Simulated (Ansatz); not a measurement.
The scaffold vinyl-X carries different groups X. All species are isolated molecules in the gas phase. One relaxed conformer stands for each flexible species; it need not be the lowest. Strings in code marks are SMILES.

Quantity: vertical ionisation energy (energy after one electron is removed minus that of the parent at the parent's geometry), in eV. The restricted reference of `BC=C` is unstable towards unrestricted orbitals.

A: `BC=C`
B: `C=CC`
C: `C=CN`
D: `C=CBr`
E: `C=CF`

Question: Rank these by vertical ionisation energy (energy after one electron is removed minus that of the parent at the parent's geometry) (lowest first), as frozen-core CCSD(T)/def2-TZVPP // B3LYP-D3(BJ)/def2-TZVP (Ansatz, a first-principles code) gives it.

Answer: C (8.47 eV), D (9.91 eV), B (9.99 eV), E (10.59 eV), A (10.97 eV)
